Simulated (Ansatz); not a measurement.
CH$_{4}$S, charge +1, quartet, at a GFN2-xTB geometry of the parent state (a state made from the parent by changing its charge; the spin is typed, not shown lowest); BLYP/6-31G* in Ansatz (a quantum-chemistry and plane-wave program).

The Ansatz input:
Ansatz 0.2 input:
```yaml
crystal:
  periodic: [false, false, false]
  atoms:
    - {symbol: C, position_ang: [-1.02943993, -0.44430689, 0.04872881]}
    - {symbol: S, position_ang: [0.55907768, 0.33245669, -0.03583469]}
    - {symbol: H, position_ang: [-1.13665527, -0.99947606, 0.98682976]}
    - {symbol: H, position_ang: [-1.80491537, 0.31648919, -0.02717459]}
    - {symbol: H, position_ang: [-1.14183024, -1.17864672, -0.75616545]}
    - {symbol: H, position_ang: [1.31479765, -0.79183217, 0.07749249]}
basis:
  gaussian:
    orbitals: 6-31G*
hamiltonian:
  xc: blyp
total_charge: 1
magnetization: {spin_polarized: true, initial_magnetization: 3}
```

Output, abridged:

```
Functional definition: BLYP
561 factors; their error is unknown
mean field evaluation 1: about -11903.8374 eV, gradient 5.5e1 eV
mean field evaluation 2: about -11854.9140 eV, gradient 8.5e1 eV
mean field evaluation 4: about -11917.9233 eV, gradient 1.4e1 eV
mean field evaluation 8: about -11919.3304 eV, gradient 1.7e-1 eV
mean field evaluation 16: about -11919.2983 eV, gradient 4.6e-4 eV
mean field evaluation 32: about -11919.1339 eV, gradient 4.3e0 eV
mean field -11919.29831588 eV, -438.0261339179 hartree, gradient 6.1e-5 eV, S^2 3.752763; 4 other end points of the search recorded, 0 dependent functions left out
reference -11919.29854957 eV, -438.0261425060 hartree; 14, 11 occupied and 28, 31 virtual orbitals, 561 factors
Total energy: -11919.29854957 eV, -438.0261425060 hartree
```
